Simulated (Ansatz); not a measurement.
**HAl–AlH, singlet in 6-31G: errors against full CI**

Geometry: that of the HAl–AlH, triplet, kept fixed. The triplet lies 0.6 eV lower here.

```json
{"atom": "Al", "x (Å)": "0.0000", "y (Å)": "0.0000", "z (Å)": "1.1500"}
{"atom": "Al", "x (Å)": "0.0000", "y (Å)": "0.0000", "z (Å)": "-1.1500"}
{"atom": "H", "x (Å)": "0.0000", "y (Å)": "0.0000", "z (Å)": "2.7245"}
{"atom": "H", "x (Å)": "0.0000", "y (Å)": "0.0000", "z (Å)": "-2.7245"}
```

Basis 6-31G; Ansatz 0.2.0. Correlated methods freeze the noble-gas cores, which leaves 8 electrons in 20 orbitals. Prefix R: restricted or restricted open-shell reference; prefix U: unrestricted. Active spaces: valence = (8e, 10o) chosen from the atoms' valence shells.

Full CI is exact within this basis and frozen core; it isn't the basis-set limit. The frozen core follows each run's orbitals, which can shift R against U totals by a few meV.

The determinant fills πx and πy unequally, so it is a mixture of Σ and Δ, which weighs on every level built on one determinant.

```
UHF ⟨S²⟩                          : 1.000
T1 diagnostic (RCCSD)             : 0.0140
largest doubles amplitude (RCCSD) : 0.181
```

```csv
level,E − E(full CI) (kJ/mol),share of correlation (%),wall time
RHF,260.8,0.00,–
UHF†,202.7,–,–
RMP2,90.1,65.46,–
UMP2†,47.8,–,–
CISD,31.8,87.82,1.2 s
RCCSD,14.6,94.39,–
UCCSD*†,-29.2,–,–
RCCSD(T),8.7,96.67,1.5 s
UCCSD(T)*†,-40.4,–,9.5 s
BCCD(T),8.7,96.66,1.8 s
RCCSDT*,2.5,99.03,–
UCCSDT*†,-52.8,–,–
CISDTQ,3.8,98.53,7 s
RCCSDT(Q)*,0.2,99.94,3.4 s
UCCSDT(Q)*†,-54.4,–,17 s
RCCSDTQ*,0.1,99.96,18 s
CASSCF (valence space),48.5,81.40,–
NEVPT2 (valence space),16.3,93.76,22 s
MRCISD (valence space),1.2,99.53,–
MRCISD+Q (valence space),0.4,99.86,34 s
```

An asterisk marks runs whose energy the program itself flagged as in doubt. A dagger marks rows that describe another state than the reference (another or a broken symmetry, a higher spin or other natural occupations), so the difference holds a gap between states beside the method's error.

The correlation energy at full CI, counted from RHF, is -2.703 eV. That run took 73 s on 1 thread of Intel Xeon, shared host over 2,949,353 determinants.

Times hold each run's SCF and search for its determinant on a shared host, so for small cases they say little of a method's own cost; they ran on 1 thread of Intel Xeon.

Unrestricted levels hold only the spin's projection, and here they fall towards a lower state of higher spin.

The full-CI state has the irrep Ag of D2h, in the program's axes (one component, if the state is degenerate).

Natural occupations of full CI about the gap: 1.962 1.958 1.947 0.962 0.934 0.060 0.056 0.054 0.029 0.010; effectively unpaired electrons, Σ n²(2−n)², 2.05. No single determinant describes this state well, so single-reference rows can miss without a flag.
